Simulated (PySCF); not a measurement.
# SiC: frontier orbitals

r²SCAN at R = 1.724 Å; Si aug-cc-pV(D+d)Z, C aug-cc-pVDZ; no relativity (PySCF 2.14). State: ³Π (triplet), unpaired electrons σ ↑, π ↑. Only the outer orbitals are listed, counted within each symmetry.

```tsv
spin	orbital	occ.	ε (eV)	on Si (%)	main shells (%)
α	5σ	1	-17.41	29	67 C s, 22 Si s
α	6σ	1	-10.50	55	54 Si s, 22 C p, 22 C s
α	2π	1	-7.53	30	69 C p, 28 Si p
α	7σ	1	-7.14	52	41 C p, 36 Si p, 15 Si s
α	2π	1	-6.52	29	70 C p, 28 Si p
α	3π	0	-2.88	76	70 Si p, 23 C p
α	3π	0	-2.15	78	70 Si p, 21 C p
β	5σ	1	-15.17	42	52 C s, 34 Si s
β	6σ	1	-8.76	75	55 Si s, 22 C s, 18 Si p
β	2π	1	-5.80	55	53 Si p, 44 C p
β	2π	0	-4.89	59	58 Si p, 40 C p
β	7σ	0	-4.27	26	49 C p, 25 C s, 24 Si p
β	3π	0	-1.65	58	48 Si p, 42 C p, 10 Si d
```

**Question.** Which are the highest filled and the lowest empty level, where do they sit, and how wide is the gap?

**Answer.** Highest filled β 2π at -5.80 eV (in %: 53 Si p, 44 C p); lowest empty β 2π at -4.89 eV (in %: 58 Si p, 40 C p); the gap at r²SCAN is 0.91 eV. Both belong to one degenerate shell, split only by its one-sided filling, so this is no excitation gap.

```json
{
  "bond order (Mayer)": "2.17",
  "⟨S²⟩": "2.065",
  "charge on Si (Mulliken, basis-dependent)": "0.32",
  "charge on Si (Löwdin, basis-dependent)": "0.56",
  "dipole moment (positive dipole means Si(−)C(+))": "-1.42 D"
}
```

The state is the lowest determinant that a PBE0 search found; another state may lie lower at other levels.
